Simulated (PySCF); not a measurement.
Species: C4H7O2 (charge -1).
Structure used (GFN2-xTB), in Å, numbered top down from 1:
```xyz
13
C4H7O2 angstrom
C      2.5538    0.1913   -0.1239
C      1.3315    0.4555   -0.6282
O      0.9042    1.4236   -1.2883
O      0.3791   -0.6285   -0.3191
C     -0.9264   -0.3865   -0.7232
C     -1.8704   -0.1648    0.4640
H      3.3677    0.8799   -0.2753
H      2.7455   -0.7118    0.4288
H     -0.9195    0.5148   -1.3607
H     -1.2830   -1.2460   -1.3183
H     -2.8881    0.0073    0.1122
H     -1.5376    0.7000    1.0330
H     -1.8613   -1.0343    1.1201
```

A PySCF run (density fitting, gas phase, GFN2-xTB geometry) gave HOMO 0.62 eV, LUMO 6.36 eV and E = -306.021 Eh.

**Question.** Which of these levels was it?
A. HF/Sadlej pVTZ
B. PBE0/pcSseg-0
C. PBE0/MINI
D. KT3/pcSseg-0
E. PBE/cc-pVDZ

**Answer.** B. It is PBE0/pcSseg-0. All candidates on this geometry:

| level and settings | kind | basis functions | SCF cycles | E (Eh) | HOMO (eV) | LUMO (eV) |
| --- | --- | --- | --- | --- | --- | --- |
| PBE/cc-pVDZ | GGA | 119 | 17 | -306.7283 | 1.84 | 5.22 |
| KT3/pcSseg-0, start guess vsap | GGA | 68 | 13 | -310.8609 | 1.78 | 5.33 |
| PBE0/pcSseg-0 | global hybrid | 68 | 14 | -306.0206 | 0.62 | 6.36 |
| HF/Sadlej pVTZ, fitting basis def2-universal-jkfit | Hartree–Fock | 207 | 11 | -305.3316 | -2.54 | 3.42 |
| PBE0/MINI, start guess vsap | global hybrid | 37 | 10 | -304.3932 | 0.05 | 7.97 |

The nearest other candidate, by the summed differences of HOMO and LUMO, is PBE0/MINI: its HOMO differs by -0.57 eV and its LUMO by +1.61 eV. Cycle counts include a coarse-grid stage where the run had one. KT3 was designed for NMR shieldings or shifts; total energies of different functionals aren't comparable. The HOMO energy is positive at KT3/pcSseg-0, PBE/cc-pVDZ, PBE0/MINI and PBE0/pcSseg-0; such an orbital is held in place by the finite basis.
